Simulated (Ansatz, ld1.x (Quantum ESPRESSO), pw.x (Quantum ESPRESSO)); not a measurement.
Au (Z = 79) (diamond): variants of one ultrasoft potential in the solid

- Element: gold
- Generator: ld1.x (Quantum ESPRESSO) 7.5
- Type: ultrasoft
- Functional: LDA (PW92)
- Relativity: scalar-relativistic
- Frozen core: [Xe] 4f14
- Valence charge: 11
- Reference configuration: 5d10 6s1 6p0
- Partial waves: 6s (bound): rcut 1.65, rcutus 2.30 bohr; 6s channel at 4.05 Ry: rcut 1.65, rcutus 2.30 bohr; 6p (bound, empty): rcut 3.05, rcutus 4.10 bohr; 6p channel at 0.25 Ry: rcut 3.05, rcutus 4.10 bohr; 5d (bound): rcut 1.85, rcutus 2.50 bohr; 5d channel at 0.5 Ry: rcut 1.85, rcutus 2.50 bohr
- Local potential: all-electron potential smoothed inside 2.35 bohr (lloc = -2)
- Core correction: none
- Augmentation charge: PSQ, inside the norm-conserving radii

Crystal test: diamond Au in pw.x 7.5, no spin, 8³ k-points, Fermi–Dirac smearing 0.01 Ry, cutoffs set for each file from its atomic test. The reference is all-electron LAPW (Ansatz 0.2.0) with the same functional, mesh and smearing; V0 and B0 come from Birch–Murnaghan fits to the pressures at five volumes. Errors are pseudo minus all-electron; Δ is the rms difference of the E(V) curves that follow from these fits, minima aligned, over ±6 % about the mean V0. Mesh and smearing are coarse, so the numbers serve the comparison and aren't converged zero-temperature values; the lattice is a test structure that the element need not adopt.

All-electron: a0 = 5.949 Å (V0 = 26.31 Å³/atom), B0 = 80.9 GPa.

Base: The largest radius (4.10 bohr) exceeds half the bond length (2.43 bohr), so the spheres overlap, which is one possible source of error among others. This is a poor potential for the solid. Atomic configuration tests: test run stopped at test 8 of 9 (negative rho), 2 before it not solved.

1 further variants are left out: they gave no file fit for a test, a broken result, the same result as the base, or pressures whose basis-set error rivals the error shown.

```csv
change,cutoffs (Ry),pw.x,a0 (Å),a0 error (%),B0 error (%),Δ (meV/atom),mean pressure error (GPa)
base,40/320,converged,5.915,-0.57,+4.6,8.1,-1.40
core correction a·sin(br)/r model core inside 1.14 bohr,40/320,converged,5.931,-0.30,+2.7,4.2,-0.73
local potential all-electron potential smoothed inside 2.50 bohr (lloc = -1),40/320,converged,5.912,-0.62,+6.2,8.8,-1.54
"waves 5d (bound): rcut 1.85, rcutus 2.66 bohr; 5d channel at 0.5 Ry: rcut 1.85, rcutus 2.66 bohr",40/320,converged,5.911,-0.64,+6.4,9.0,-1.57
"all radii scaled by about 1.11 (s 2.54, p 4.54, d 2.76 bohr, rcut 1.82/3.38/2.04); local potential all-electron potential smoothed inside 2.60 bohr (lloc = -2)",40/320,converged,5.937,-0.19,+9.0,2.7,-0.44
```
